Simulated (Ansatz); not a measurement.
The cluster Al2H2. Total charge 0; singlet. Geometry PBE-D4/def2-TZVP, basis def2-TZVP, Ansatz.

```xyz
4

Al   -0.620    1.128    0.226
Al   -0.061   -1.074   -0.741
H    -0.258   -0.504    1.000
H     0.939    0.451   -0.484
```

| run | HOMO (eV) | LUMO (eV) |
| --- | --- | --- |
| A | -5.43 | -3.61 |
| B | -5.31 | -3.72 |
| C | -6.11 | -2.96 |
| D | -5.74 | -3.36 |
| E | -5.92 | -3.02 |

B3LYP takes the VWN-RPA correlation. The structure comes from a short search, and lower isomers may exist.

Problem. The runs used B3LYP, LDA (SPW92), PBE0, r2SCAN, r2SCANh. Estimate which is which.

Solution. A r2SCAN (0 % exact exchange); B LDA (SPW92) (0 % exact exchange); C PBE0 (25 % exact exchange); D r2SCANh (10 % exact exchange); E B3LYP (20 % exact exchange). Exact exchange lowers occupied and raises empty levels; among semilocal functionals meta-GGAs tend to open the gap a little, and such runs are hard to tell apart. The gap grows from 1.59 eV (LDA (SPW92)) to 3.15 eV (PBE0).
